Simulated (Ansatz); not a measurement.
# NP: the cost of one run

Program: Ansatz 0.2.0. Level of theory: the levels named in each step. These are calculated values, not measurements.

**1. Starting point**

Bond lengths: N1–P2 1.458 Å.

Coordinates:

```xyz
2

N     0.0000    0.0000    0.0000
P     0.0000    0.0000    1.4584
```

**2. A rough first relaxation, PBE-D4/def2-SVP**

The input, input.yaml:

```yaml
crystal:
  periodic: [false, false, false]
  atoms:
    - { symbol: "N", position_ang: [0.0, 0.0, 0.0] }
    - { symbol: P, position_ang: [0.0, 0.0, 1.4584] }
magnetization:
  spin_polarized: true
  initial_magnetization: 1
total_charge: 1
basis:
  gaussian: { orbitals: def2-SVP }
hamiltonian:
  xc: pbe
  dispersion: d4
relax:
  f_tol: 0.03
  max_steps: 200
```

Command:

```bash
$ ansatz run input.yaml --threads 2 --pin off --max-ram 5120MiB --backend cpu --events-out ev --progress --plain --runs-dir out
```

Q: Estimate wall time and peak memory on 2 threads of Arm Neoverse V1, shared host.

About 2.4 s, with a peak of 0.089 GiB.
